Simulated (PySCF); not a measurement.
NO+, NO (charge +1).
Geometry (PBE0-D3(BJ)/def2-SVP, Å), atoms numbered from 1 in this order:
```xyz
2
NO angstrom
N      0.5532   -0.0804    0.0067
O     -0.5035   -0.0073   -0.0289
```

Computed with PySCF at CAM-B3LYP/def2-SVPD, non-relativistic, on one gas-phase PBE0-D3(BJ)/def2-SVP geometry that isn't relaxed in the solvent. The solvent is an IEF-PCM continuum (Bondi radii, 1.10 Å for H, scaled by 1.2), and excitations are vertical TDDFT with non-equilibrium linear response and a frozen core. Only the electrostatic response of the medium enters.

Gas-phase singlets (H = HOMO, L = LUMO):

```csv
state,E (eV),λ (nm),f,leading configuration
S1,9.926,125,0.016,H→L 98%
S2,9.926,125,0.016,H→L+1 98%
S3,10.431,119,0.000,H-1→L 50%
S4,11.013,113,0.000,H-1→L+1 40%
S5,11.013,113,0.000,H-2→L+1 40%
```

Q: What are the lowest 5 singlets in tetrahydrofuran (ε = 7.426)?

A: 
```csv
state,E (eV),λ (nm),f,leading configuration,change by rank (eV)
S1,9.938,125,0.017,H→L 98%,+0.012
S2,9.938,125,0.017,H→L+1 98%,+0.012
S3,10.394,119,0.000,H-1→L 50%,-0.037
S4,10.970,113,0.000,H-1→L+1 50%,-0.043
S5,10.970,113,0.000,H-2→L+1 50%,-0.043
```

Q: What are the lowest 5 singlets in dichloromethane (ε = 8.93)?

A: 
| state | E (eV) | λ (nm) | f | leading configuration | change by rank (eV) |
| --- | --- | --- | --- | --- | --- |
| S1 | 9.939 | 125 | 0.017 | H→L 98% | +0.013 |
| S2 | 9.939 | 125 | 0.017 | H→L+1 98% | +0.013 |
| S3 | 10.393 | 119 | 0.000 | H-1→L 50% | -0.038 |
| S4 | 10.968 | 113 | 0.000 | H-1→L+1 50% | -0.045 |
| S5 | 10.968 | 113 | 0.000 | H-2→L+1 50% | -0.045 |

Q: How do the frontier levels move from gas to dichloromethane?

A: 
```
orbital  gas (eV)  solvent (eV)  change (eV)  Löwdin shares, gas  Löwdin shares, solvent
 LUMO+2     -3.70          2.01        +5.71    O2 70 %, N1 30 %        O2 74 %, N1 26 %
 LUMO+1    -11.84         -5.62        +6.22    N1 58 %, O2 42 %        N1 58 %, O2 42 %
   LUMO    -11.84         -5.62        +6.22    N1 58 %, O2 42 %        N1 58 %, O2 42 %
   HOMO    -27.01        -20.84        +6.17    N1 72 %, O2 28 %        N1 72 %, O2 28 %
 HOMO-1    -28.99        -22.73        +6.26    O2 62 %, N1 38 %        O2 62 %, N1 38 %
 HOMO-2    -28.99        -22.73        +6.26    O2 62 %, N1 38 %        O2 62 %, N1 38 %
 HOMO-3    -31.58        -25.40        +6.18    O2 74 %, N1 26 %        O2 74 %, N1 26 %
```

The HOMO–LUMO gap goes from 15.17 to 15.22 eV. Shares within a degenerate set are those of one arbitrary member.

Rough CPU time on one thread of a shared machine: about 1.8 s. This is the whole response run at CAM-B3LYP/def2-SVPD in dichloromethane, SCF included.
